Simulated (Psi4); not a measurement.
Noncovalent pair: C2H4 (SMILES C=C) (first 6 atoms) with CH4 (SMILES C); geometry from A24 set.
(charge 0, multiplicity 1):
```json
[
 {"atom": "C", "x (Å)": "0.0000", "y (Å)": "0.6463", "z (Å)": "-1.6085"},
 {"atom": "C", "x (Å)": "0.0000", "y (Å)": "-0.6791", "z (Å)": "-1.4538"},
 {"atom": "H", "x (Å)": "-0.9240", "y (Å)": "-1.2402", "z (Å)": "-1.3878"},
 {"atom": "H", "x (Å)": "0.9240", "y (Å)": "-1.2402", "z (Å)": "-1.3878"},
 {"atom": "H", "x (Å)": "0.9240", "y (Å)": "1.2074", "z (Å)": "-1.6736"},
 {"atom": "H", "x (Å)": "-0.9240", "y (Å)": "1.2074", "z (Å)": "-1.6736"},
 {"atom": "H", "x (Å)": "0.0000", "y (Å)": "0.0830", "z (Å)": "1.5902"},
 {"atom": "C", "x (Å)": "0.0000", "y (Å)": "0.0287", "z (Å)": "2.6771"},
 {"atom": "H", "x (Å)": "0.8883", "y (Å)": "0.5226", "z (Å)": "3.0666"},
 {"atom": "H", "x (Å)": "-0.8883", "y (Å)": "0.5226", "z (Å)": "3.0666"},
 {"atom": "H", "x (Å)": "0.0000", "y (Å)": "-1.0139", "z (Å)": "2.9896"}
]
```

Calculation: SAPT0/jun-cc-pV(D+d)Z run with Psi4.

Task: Give the four SAPT terms and the total, and say what mostly holds the pair together.

Result: electrostatics -0.48, exchange 0.98, induction -0.13, dispersion -0.60, total -0.23 kcal/mol; the largest attraction is dispersion.
